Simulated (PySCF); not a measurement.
Calculation: TPSSh-D3(BJ)/def2-TZVP (PySCF). All species are isolated molecules in the gas phase. One relaxed conformer stands for a flexible species; it need not be the lowest. Excitations are Tamm–Dancoff values on a coarser integration grid. The basis has no diffuse functions, so Rydberg states are missing or too high.

Reference species (SMILES): `[H]/[O+]=C\S` (O–C–S–H torsion 0°) (charge +1, multiplicity 1).

| Property | Result |
|---|---|
| S1–T1 gap (TDA) | 2.58 eV |
| T1 excitation (TDA) | 3.93 eV |
| HOMO–LUMO gap | 5.56 eV |
| LUMO | -9.03 eV |

After one change: the S1–T1 gap (TDA) decreases by 1.70 eV; the T1 excitation (TDA) increases by 1.44 eV; the HOMO–LUMO gap rises by 1.58 eV; the LUMO falls by 1.56 eV.

Q: Name the change that produced these shifts. The new species is one of these.
(A) `[H]/[O+]=C\[SeH]` (O–C–Se–H torsion 0°)
(B) `[H]/[O+]=C\O` (H–O–C–O torsion 0°)
(C) `[H]/[O+]=C/O[SiH3]` (O–C–O–Si torsion 0°)
(D) `C=[OH+]`

A: D, `C=[OH+]`
